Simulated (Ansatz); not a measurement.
# C2H4FNO: the cost of one run

Program: Ansatz 0.2.0. Level of theory: RKS B3LYP-D4/def2-SVP. These are calculated values, not measurements.

1 further run of the same task is left out (it didn't finish).

### Step 1. The system as given

Bond lengths: C1–O2 1.415 Å, O2–C3 1.326 Å, C3–N4 1.281 Å, C3–F5 1.357 Å, C1–H6 1.147 Å, C1–H7 1.044 Å, C1–H8 1.091 Å, N4–H9 1.060 Å. Angles: C1–O2–C3 117.7°, O2–C1–H6 105.3°, O2–C1–H7 113.3°, O2–C1–H8 107.9°, H6–C1–H7 110.4°, H6–C1–H8 104.1°, H7–C1–H8 115.0°, O2–C3–N4 129.9°, O2–C3–F5 117.4°, N4–C3–F5 112.5°, C3–N4–H9 108.0°.

Coordinates:

```xyz
9

C    -0.8326   -0.2081   -0.7537
O     0.2154    0.7192   -0.5426
C     0.9985    0.5352    0.5111
N     0.9834   -0.3921    1.3941
F     2.0458    1.3842    0.6672
H    -1.4003    0.1812   -1.6714
H    -0.4954   -1.1822   -0.9204
H    -1.5448   -0.1005    0.0654
H     0.1185   -0.9833    1.2332
```

### Step 2. Relaxing end A

input.yaml reads:

```yaml
crystal:
  periodic: [false, false, false]
  atoms:
    - { symbol: C, position_ang: [-0.8326, -0.2081, -0.7537] }
    - { symbol: O, position_ang: [0.2154, 0.7192, -0.5426] }
    - { symbol: C, position_ang: [0.9985, 0.5352, 0.5111] }
    - { symbol: "N", position_ang: [0.9834, -0.3921, 1.3941] }
    - { symbol: F, position_ang: [2.0458, 1.3842, 0.6672] }
    - { symbol: H, position_ang: [-1.4003, 0.1812, -1.6714] }
    - { symbol: H, position_ang: [-0.4954, -1.1822, -0.9204] }
    - { symbol: H, position_ang: [-1.5448, -0.1005, 0.0654] }
    - { symbol: H, position_ang: [0.1185, -0.9833, 1.2332] }
basis:
  gaussian: { orbitals: def2-SVP }
hamiltonian:
  xc: b3lyp
  dispersion: d4
relax:
  f_tol: 0.02
  max_steps: 50
output:
  orbitals: {}
```

Launch:

```console
$ ansatz run input.yaml --threads 2 --pin off --max-ram 3072MiB --backend cpu --events-out ev --progress --plain --runs-dir out
```

Q: Estimate wall time and peak memory on 2 threads of Intel Xeon Platinum 8488C (Sapphire Rapids), shared host.

About 12 s, with a peak of 0.19 GiB.
